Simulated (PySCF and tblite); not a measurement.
C3H5F, numbered as in [CH2:1]=[CH:2][CH2:3][F:4]. Conformers came from 90 starts (ETKDG and KDG, MMFF94s, GFN2-xTB); geometries are PBE0-D3(BJ)/def2-SVP. Weights use PBE0-D3(BJ)/def2-TZVP energies plus GFN2-xTB zero-point and thermal terms (modes under about 100 cm⁻¹ blended into free rotors). Symmetry numbers and mirror images are counted. Conformers within 4 kcal/mol (GFN2-xTB free energy) were kept, 5 at most. GIAO shieldings: PBE0/pcSseg-1. Shifts are against TMS (¹H), TMS (¹³C), CFCl3 (¹⁹F) at the same level. Run with PySCF (density fitting) and tblite.

Torsions listed: C1–C2–C3–F4. Of a mirror pair one member is shown.

Two conformers hold nearly all the population. I: 0°; δ(F4) = -254.70 ppm. II: -132°; δ(F4) = -235.05 ppm. The average over the ensemble at 298.15 K is -244.83 ppm.

Q: What populations and free-energy difference follow from a two-state model?

A: p(I) = (-244.83 − (-235.05))/(-254.70 − (-235.05)) = 0.50, so K = p(II)/p(I) = 1.01 and G(II) − G(I) = −RT ln K = -0.01 kcal/mol. One of the two counts twice, as a mirror pair, which this difference holds. The weights computed directly are 49.8 % and 50.2 %.

Unscaled ¹⁹F shifts at such levels can be off by tens of ppm; differences between conformers or isomers are more reliable.
